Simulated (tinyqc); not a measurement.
Pariser-Parr-Pople SCF with singles CI, for the molecule N=C1C=CC=C1 (SMILES; centres numbered as the heavy atoms are written), step by step. One step of it, computed by the program tinyqc.

Question. PPP integrals. Ohno: gamma = 14.399645/sqrt(R^2 + a^2), a = 2 x 14.399645/(gamma_rr + gamma_ss); H_rr = -W_r - sum_(s != r) z_s gamma_rs; H_rs = beta for bonds.

Centres (angstrom, eV; a flat drawing with bonds scaled to 1.40 angstrom):
```
centre          x          y  core charge z          W   gamma_rr
1N       2.159000   0.000000              1  14.100000  12.300000
2C       0.759000   0.000000              1  11.160000  11.130000
3C      -0.064000   1.133000              1  11.160000  11.130000
4C      -1.395000   0.700000              1  11.160000  11.130000
5C      -1.395000  -0.700000              1  11.160000  11.130000
6C      -0.064000  -1.133000              1  11.160000  11.130000
```

Resonance integrals (eV):
```
i  j       beta
1  2  -2.510000
2  3  -2.390000
3  4  -2.390000
4  5  -2.390000
5  6  -2.390000
6  2  -2.390000
```

Give: repulsion gamma_rs; core matrix H.

Answer.

repulsion gamma_rs (eV), order 1N, 2C, 3C, 4C, 5C, 6C:
$$\begin{pmatrix}
12.300 & 7.729 & 5.177 & 3.764 & 3.764 & 5.177 \\
7.729 & 11.130 & 7.553 & 5.521 & 5.521 & 7.553 \\
5.177 & 7.553 & 11.130 & 7.555 & 5.520 & 5.519 \\
3.764 & 5.521 & 7.555 & 11.130 & 7.554 & 5.520 \\
3.764 & 5.521 & 5.520 & 7.554 & 11.130 & 7.555 \\
5.177 & 7.553 & 5.519 & 5.520 & 7.555 & 11.130
\end{pmatrix}$$

core matrix H (eV), order 1N, 2C, 3C, 4C, 5C, 6C:
$$\begin{pmatrix}
-39.712 & -2.510 & 0.000 & 0.000 & 0.000 & 0.000 \\
-2.510 & -45.036 & -2.390 & 0.000 & 0.000 & -2.390 \\
0.000 & -2.390 & -42.483 & -2.390 & 0.000 & 0.000 \\
0.000 & 0.000 & -2.390 & -41.074 & -2.390 & 0.000 \\
0.000 & 0.000 & 0.000 & -2.390 & -41.074 & -2.390 \\
0.000 & -2.390 & 0.000 & 0.000 & -2.390 & -42.483
\end{pmatrix}$$
